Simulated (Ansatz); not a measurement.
System: hcp Zn. Method: r²SCAN in Ansatz (plane waves, PAW).

The input as run:

Ansatz 0.2 input:
```yaml
crystal:
  lattice:
    - [1.3197404927, -2.2858575862, 0.0]
    - [1.3197404927, 2.2858575862, 0.0]
    - [0.0, 0.0, 4.9885024118]
  atoms:
    - { symbol: Zn, position: [0.3333333333, 0.6666666667, 0.25] }
    - { symbol: Zn, position: [0.6666666667, 0.3333333333, 0.75] }
basis:
  ecutwfc: 560
  ecutrho_ratio: 4
  xc_grid: 3
kpoints:
  mp_grid: { grid: [24, 24, 12] }
hamiltonian:
  xc: r2scan
  dispersion: none
  pseudopotentials: { kind: paw }
scf:
  occupations: { method: fermi_dirac, width: 0.05 }
output:
  forces: true
  stress: true
  eigenvalues: true
relax:
  f_tol: 0.004
  escape_saddle: false
  max_steps: 80
  cell: { stress_tol: 0.02, fix: [volume] }
```

The run printed, among other lines:

```
Relaxation: its limit of steps is 80 (relax.max_steps)
Crystal: 2 atoms, lattice volume = 30.098 Å³
Basis set: ecut = 560 eV, 895 PW (Γ), exchange–correlation on 72×72×120 points (27 copies of the dense FFT grid, shifted against one another)
Bands: 16, of which v1, the nominal top of the filled ones, is band 12 counted from 1 (11 counted from 0)
Symmetry: 24 space group operations
Space group: P63/mmc (ITA 194), of the structure as read, at distance tolerance 3.1e-5 Å
k-points: 427 of 6912
Functional: x = r2scan, c = r2scan; τ floored in thin density (d = 2e-4 eV/Å³)
SCF iter   1: F=—  HF=-6651.350224 eV  |F-HF|=—  |Δ(HF+E_count)|=         —  Δρ=2.27e-2  dr2=7.58e-2  dr2_τ=2.15e-3
SCF iter   2: F=—  HF=-6651.337102 eV  |F-HF|=—  |Δ(HF+E_count)|=   1.31e-2  Δρ=1.40e-3  dr2=3.54e-4  dr2_τ=3.27e-4
  ...
SCF 1 converged in 6 iterations: F = -6651.333416 eV  dr2 = 4.98e-8
Crystal: 2 atoms, lattice volume = 30.098 Å³
Initial density: handed on by an earlier stage of this run
SCF 2 converged in 5 iterations: F = -6651.334805 eV  dr2 = 8.00e-9
Crystal: 2 atoms, lattice volume = 30.098 Å³
Basis set: ecut = 560 eV, 859 PW (Γ), exchange–correlation on 72×72×120 points (27 copies of the dense FFT grid, shifted against one another)
SCF 3 converged in 5 iterations: F = -6651.335696 eV  dr2 = 2.11e-8
Crystal: 2 atoms, lattice volume = 30.098 Å³
SCF 4 converged in 4 iterations: F = -6651.335721 eV  dr2 = 2.49e-8
Crystal: 2 atoms, lattice volume = 30.098 Å³
SCF iter   5: F=—  HF=-6651.335739 eV  |F-HF|=—  |Δ(HF+E_count)|=   1.41e-8  Δρ=1.76e-7  dr2=1.26e-12  dr2_τ=1.81e-12
SCF iter   6: F=-6651.335739 eV  HF=-6651.335739 eV  |F-HF|=4.55e-12  |Δ(HF+E_count)|=  1.39e-10  Δρ=6.77e-8  dr2=5.67e-13  dr2_τ=2.62e-14
SCF 5 converged in 6 iterations: F = -6651.335739 eV  dr2 = 5.67e-13
SCF converged after 6 iterations
Free energy (F): -6651.335739 eV
Internal energy: -6651.332833 eV  (E = F + TS)
E sigma→0 (E₀):  -6651.334286 eV
Fermi energy:    10.984555 eV
--- Forces (eV/Å), atoms counted from 1 ---
  atom   1  Zn     0.00000000     0.00000000     0.00000000
  atom   2  Zn    -0.00000000    -0.00000000     0.00000000
--- Stress (GPa, compression-positive) ---
       -2.559289       0.000000       0.000000
       -0.000000      -2.559289       0.000000
        0.000000       0.000000      -2.542065
  P = ⅓ Tr σ = -2.5535 GPa (-25.535 kbar)
```

The cell is one volume of an energy–volume scan, off the minimum.

The PAW data were made under PBE.

Computing time: around 60 core-seconds (rough).

Ansatz is an electronic-structure program.
